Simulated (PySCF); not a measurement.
# Si2: from constants to spectrum

UHF-CCSD(T) constants of Si2, ³Σg⁻ (triplet), unpaired electrons π ↑↑ (Si def2-TZVPP; no relativity (PySCF 2.14); masses 27.9769 and 27.9769 u):

| Quantity | Value |
| --- | --- |
| ωe | 510.8 cm⁻¹ |
| ωexe | 1.97 cm⁻¹ |
| Be | 0.23575 cm⁻¹ |
| αe | 0.00129 cm⁻¹ |
| De to Si + Si | 3.07 eV |

What force constant and bond length do these constants imply?

Reduced mass μred = 13.988 u; k = 5.8918×10⁻⁷·μred·ωe² (u, cm⁻¹, mdyn/Å) = 2.15 mdyn/Å; Re = √(16.8576/(μred·Be)) (u, cm⁻¹, Å) = 2.261 Å.

Estimate the centrifugal constant D from the Kratzer relation and find the Dunham coefficient a1.

D = 4Be³/ωe² = 2.01e-07 cm⁻¹; a1 = −1 − αeωe/(6Be²) = -2.98.

Correlated steps freeze 10 core orbitals. The state is the lowest determinant that a PBE0 search found; another state may lie lower at other levels.
